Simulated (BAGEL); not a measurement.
# CH8Si2 (SMILES [SiH3]C[SiH3]) at HF/3-21G (density fitting with cc-pvqz-jkfit)

Aim: the energy change on altering one bond length of CH8Si2 at HF/3-21G (density fitting with cc-pvqz-jkfit), from 2 runs. 

The results are computed with BAGEL 1.2.2.

1 further run of the same task is left out (set aside as unsound or not needed).

### Step 1. The system as given

CH8Si2 has 11 atoms, charge 0, and is taken as a singlet. As SMILES, `[SiH3]C[SiH3]`. The shape is that of a PBE0-D4/def2-TZVP optimisation.

Bond lengths: Si1–C2 1.872 Å, C2–Si3 1.872 Å, Si1–H4 1.488 Å, Si1–H5 1.487 Å, Si1–H6 1.487 Å, C2–H7 1.095 Å, C2–H8 1.095 Å, Si3–H9 1.487 Å, Si3–H10 1.487 Å, Si3–H11 1.488 Å. Some angles: Si1–C2–Si3 114.4°, Si1–C2–H7 108.8°, Si1–C2–H8 108.8°, Si3–C2–H7 108.8°, Si3–C2–H8 108.8°, C2–Si1–H4 111.1°, C2–Si1–H5 110.2°, C2–Si1–H6 110.2°, C2–Si3–H9 110.2°, C2–Si3–H10 110.2°.

### Step 2. The energy at HF/3-21G (density fitting with cc-pvqz-jkfit)

The input, hf.json:

```json
{ "bagel" : [

{
  "title" : "molecule",
  "basis" : "3-21g",
  "df_basis" : "cc-pvqz-jkfit",
  "angstrom" : true,
  "geometry" : [
    { "atom" : "Si", "xyz" : [      -1.158980,       1.034720,      -0.344660 ] },
    { "atom" : "C", "xyz" : [      -0.286340,      -0.621440,      -0.365590 ] },
    { "atom" : "Si", "xyz" : [       1.335180,      -0.652340,       0.569590 ] },
    { "atom" : "H", "xyz" : [      -2.435800,       0.976800,      -1.106490 ] },
    { "atom" : "H", "xyz" : [      -0.293510,       2.078920,      -0.955560 ] },
    { "atom" : "H", "xyz" : [      -1.463790,       1.436810,       1.054620 ] },
    { "atom" : "H", "xyz" : [      -0.954100,      -1.377620,       0.060730 ] },
    { "atom" : "H", "xyz" : [      -0.099440,      -0.908830,      -1.405770 ] },
    { "atom" : "H", "xyz" : [       1.110650,      -0.304370,       1.998260 ] },
    { "atom" : "H", "xyz" : [       2.282060,       0.336720,      -0.011600 ] },
    { "atom" : "H", "xyz" : [       1.964060,      -1.999380,       0.506460 ] }
  ]
},

{
  "title" : "hf"
},

{
  "title" : "print",
  "file" : "orbitals.molden",
  "orbitals" : true
}

]}
```

Command:

```bash
$ BAGEL_NUM_THREADS=1 BAGEL hf.json > hf.out
```

What it wrote:

```text
* using 1 threads per process

  ===============================================================
  ===============================================================

  *** Geometry ***

  { "atom" : "Si", "xyz" : [     -2.190155,      1.955337,     -0.651313 ] },
  { "atom" : "C", "xyz" : [     -0.541104,     -1.174351,     -0.690865 ] },
  { "atom" : "Si", "xyz" : [      2.523125,     -1.232744,      1.076369 ] },
  { "atom" : "H", "xyz" : [     -4.602995,      1.845884,     -2.090963 ] },
  { "atom" : "H", "xyz" : [     -0.554654,      3.928589,     -1.805747 ] },
  { "atom" : "H", "xyz" : [     -2.766162,      2.715177,      1.992943 ] },
  { "atom" : "H", "xyz" : [     -1.802988,     -2.603325,      0.114763 ] },
  { "atom" : "H", "xyz" : [     -0.187914,     -1.717440,     -2.656520 ] },
  { "atom" : "H", "xyz" : [      2.098824,     -0.575176,      3.776164 ] },
  { "atom" : "H", "xyz" : [      4.312468,      0.636309,     -0.021921 ] },
  { "atom" : "H", "xyz" : [      3.711535,     -3.778281,      0.957071 ] },

  Number of auxiliary basis functions:      810

  Since a DF basis is specified, we compute 2- and 3-index integrals:
    o Being stored without compression. Storage requirement is 0.017 GB

  Number of basis functions:       51
  Number of electrons      :       42

    * METHOD: MOLECULE                             0.67

  *** RHF ***

  === Nuclear Repulsion ===
   151.5299506615

      * DIIS with orbital gradients will be used.

  === RHF iteration (3-21g) ===
      0       -617.02862276          0.01339984           0.07
      1       -617.07179522          0.00458828           0.07
      2       -617.07691927          0.00137706           0.07
      3       -617.07740365          0.00005891           0.07
      4       -617.07740664          0.00001529           0.07
      5       -617.07740681          0.00000221           0.07
      6       -617.07740682          0.00000061           0.07
      7       -617.07740682          0.00000007           0.07
      8       -617.07740682          0.00000002           0.09
      9       -617.07740682          0.00000001           0.10
    * SCF iteration converged.

    * Permanent dipole moment:
           (    0.114251,     0.248002,     0.145883) a.u.

    * METHOD: HF                                   0.90

    * METHOD: PRINT                                0.01

  ===============================================================
```

Wall time 3.9 s (1 thread of Intel Xeon 6975P-C (Granite Rapids), shared host); peak memory 0.11 GiB.

### Step 3. The distorted shape

The input, input.json:

```json
{ "bagel" : [

{
  "title" : "molecule",
  "basis" : "3-21g",
  "df_basis" : "cc-pvqz-jkfit",
  "angstrom" : true,
  "geometry" : [
    { "atom" : "Si", "xyz" : [   -0.793215,    0.552222,   -2.023762 ] },
    { "atom" : "C", "xyz" : [    0.079425,   -1.103938,   -2.044692 ] },
    { "atom" : "Si", "xyz" : [    1.700945,   -1.134838,   -1.109512 ] },
    { "atom" : "H", "xyz" : [   -2.070035,    0.494302,   -2.785592 ] },
    { "atom" : "H", "xyz" : [    0.072255,    1.596422,   -2.634662 ] },
    { "atom" : "H", "xyz" : [   -1.463790,    1.436810,    1.054620 ] },
    { "atom" : "H", "xyz" : [   -0.588335,   -1.860118,   -1.618372 ] },
    { "atom" : "H", "xyz" : [    0.266325,   -1.391328,   -3.084872 ] },
    { "atom" : "H", "xyz" : [    1.476415,   -0.786868,    0.319158 ] },
    { "atom" : "H", "xyz" : [    2.647825,   -0.145778,   -1.690702 ] },
    { "atom" : "H", "xyz" : [    2.329825,   -2.481878,   -1.172642 ] }
  ]
},
{
  "title" : "hf"
},
{
  "title" : "print",
  "file" : "orbitals.molden",
  "orbitals" : true
}

]}
```

Command:

```bash
$ BAGEL_NUM_THREADS=1 BAGEL input.json > input.out
```

What it wrote:

```text
* using 1 threads per process

  ===============================================================
  ===============================================================

  *** Geometry ***

  { "atom" : "Si", "xyz" : [     -1.498959,      1.043548,     -3.824356 ] },
  { "atom" : "C", "xyz" : [      0.150091,     -2.086140,     -3.863908 ] },
  { "atom" : "Si", "xyz" : [      3.214320,     -2.144533,     -2.096674 ] },
  { "atom" : "H", "xyz" : [     -3.911799,      0.934095,     -5.264006 ] },
  { "atom" : "H", "xyz" : [      0.136542,      3.016800,     -4.978790 ] },
  { "atom" : "H", "xyz" : [     -2.766162,      2.715177,      1.992943 ] },
  { "atom" : "H", "xyz" : [     -1.111792,     -3.515114,     -3.058280 ] },
  { "atom" : "H", "xyz" : [      0.503281,     -2.629229,     -5.829563 ] },
  { "atom" : "H", "xyz" : [      2.790020,     -1.486965,      0.603121 ] },
  { "atom" : "H", "xyz" : [      5.003664,     -0.275480,     -3.194964 ] },
  { "atom" : "H", "xyz" : [      4.402731,     -4.690070,     -2.215972 ] },

  Number of auxiliary basis functions:      810

  Since a DF basis is specified, we compute 2- and 3-index integrals:
    o Being stored without compression. Storage requirement is 0.017 GB

  Number of basis functions:       51
  Number of electrons      :       42

    * METHOD: MOLECULE                             0.90

  *** RHF ***

  === Nuclear Repulsion ===
   147.5669417800

      * DIIS with orbital gradients will be used.

  === RHF iteration (3-21g) ===
      0       -616.79504874          0.01419639           0.07
      1       -616.86796646          0.00611202           0.06
      2       -616.88334824          0.00128942           0.06
      3       -616.88428146          0.00038386           0.06
      4       -616.88433067          0.00007275           0.06
      5       -616.88433380          0.00001356           0.06
      6       -616.88433397          0.00000420           0.06
      7       -616.88433398          0.00000102           0.06
      8       -616.88433398          0.00000022           0.06
      9       -616.88433398          0.00000007           0.06
     10       -616.88433398          0.00000002           0.06
     11       -616.88433398          0.00000001           0.06
    * SCF iteration converged.

    * Permanent dipole moment:
           (   -0.197592,     0.633965,     1.070647) a.u.

    * METHOD: HF                                   0.92

    * METHOD: PRINT                                0.00

  ===============================================================
```

Wall time 3.9 s (1 thread of Intel Xeon 6975P-C (Granite Rapids), shared host); peak memory 0.11 GiB.

### Step 4. Summary of results

Level: HF/3-21G (density fitting with cc-pvqz-jkfit).

| quantity | value |
| --- | --- |
| first shape: total energy | -617.07741 Eh |
| first shape: dipole moment | 0.79 D |
| first shape: HOMO energy | -11.73 eV |
| first shape: LUMO energy | 4.23 eV |
| first shape: HOMO–LUMO gap | 15.96 eV |
| distorted shape: total energy | -616.88433 Eh |
| distorted shape: dipole moment | 3.20 D |
| distorted shape: HOMO energy | -7.64 eV |
| distorted shape: LUMO energy | -0.47 eV |
| distorted shape: HOMO–LUMO gap | 7.17 eV |
| energy change with the Si1–H6 bond stretched from 1.487 to 3.272 Å | 5.254 eV |

One bond (distorted shape) is far stretched, which a spin-restricted single reference describes badly; a broken-symmetry solution may lie lower. With the Si1–H6 bond stretched from 1.487 to 3.272 Å the energy rises by 5.25 eV (121 kcal/mol). The first shape isn't relaxed at this level, so the change isn't measured from a minimum. A restricted reference can't describe the breaking bond well at this length.
